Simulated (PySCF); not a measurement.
Gas-phase reaction: HPO₂ + 3 PH = 2 H₂O + P₄

Computed with PySCF and rigid-rotor harmonic-oscillator thermochemistry at 1 bar. † marks an energy on the PBE0/def2-TZVP geometry and frequencies; other levels use their own. MP2 freezes the core. 6-31G* has spherical d functions here. Open shells (unrestricted): PH (multiplicity 3); the rest are closed-shell singlets. B3LYP is the form with VWN-RPA correlation. HPO₂: computed as isolated molecules; such fragments, hydroxides, amides, oligomers or adducts are transient or little studied in the gas. MP2 isn't extrapolated to the basis-set limit.

MP2/def2-TZVPP† gives ΔH°(298 K) = -696 kJ.

Question: What do MP2/def2-SVP†, HF/6-31G*, B3LYP/6-31G* give?

Answer: MP2/def2-SVP†: -568 kJ; HF/6-31G*: -155 kJ; B3LYP/6-31G*: -502 kJ. For scale, ΔH°(298 K) is -696 kJ at this level, -640 kJ at ωB97M-V/def2-TZVP†, and runs from -808 to -155 kJ over the 20 levels computed.
